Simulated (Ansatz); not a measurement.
Dissociation curve of AlCl3, SMILES [Cl][Al]([Cl])[Cl], singlet. The Al1–Cl4 bond (Al1 also carries Cl, Cl; Cl4 carries nothing else) is stretched with both fragments frozen at the PBE0/def2-TZVP optimised geometry.

Level of theory: CCSD(T) on UHF/cc-pVTZ, frozen core run with Ansatz (a first-principles code).

### Question
Relative to R = 2.07 Å, what are the energies at R = 1.84, 1.99, 2.20, 2.41 Å?

### Answer
74.8 kJ/mol at 1.84 Å, 8.7 kJ/mol at 1.99 Å, 9.7 kJ/mol at 2.20 Å, 59.5 kJ/mol at 2.41 Å.

The unrestricted determinant behind UCCSD(T) is spin-contaminated at 3.16 to 7.13 Å (<S²> up to 1.0, against 0.00 for a pure singlet).
